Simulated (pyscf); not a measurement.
5 gas-phase steps of one pattern: hydrogen abstraction on the doublet surface, H–H broken and Ge–H or H–Si formed. Optimised with ωB97X-D3(BJ)/def2-SVP in PySCF. Electronic energies in kcal/mol, from the separated reactants; ΔE‡ and ΔE at ωB97M-D3(BJ)/def2-TZVP. Rows were drawn at random from the steps of this pattern with a verified saddle, stable references and no exit in the data more than 5 kcal/mol lower.

```json
[
 {"row": "1", "step": "F–Si•(F)–O–SiH₃ + H₂ → F–SiH(F)–O–SiH₃ + H•", "ΔE": "+2.9", "ΔE‡": "11.1"},
 {"row": "2", "step": "H₃C–Si•(CH₃)–CH₃ + H₂ → H₃C–SiH(CH₃)–CH₃ + H•", "ΔE": "+8.6", "ΔE‡": "?"},
 {"row": "3", "step": "H₂N–SiH•–NH–SiH₂–NH₂ + H₂ → H₂N–SiH₂–NH–SiH₂–NH₂ + H•", "ΔE": "+11.1", "ΔE‡": "15.7"},
 {"row": "4", "step": "•H₂Ge–O–GeH₃ + H₂ → H₃Ge–O–GeH₃ + H•", "ΔE": "+20.9", "ΔE‡": "23.8"},
 {"row": "5", "step": "F–GeH₂–GeH₂• + H₂ → F–GeH₂–GeH₃ + H•", "ΔE": "+21.9", "ΔE‡": "24.8"}
]
```

Q: From a straight line through the complete rows, estimate the missing barrier and say how far the line can be trusted.

A: Over the 4 complete rows the means are +14.2 (ΔE) and 18.8 (ΔE‡); least squares gives b = 0.73 and a = 8.5 kcal/mol, with residuals of 0.5 kcal/mol (root mean square; largest 0.9, row 3). For row 2: 8.5 + 0.73 × (+8.6) = 14.8 kcal/mol. The computed barrier is 12.9 kcal/mol, 1.9 under the line. The line follows the complete rows closely but misses this one by more than their scatter. Each barrier is that of the saddle found. Elements up to Kr have no core potential and no relativistic terms here.
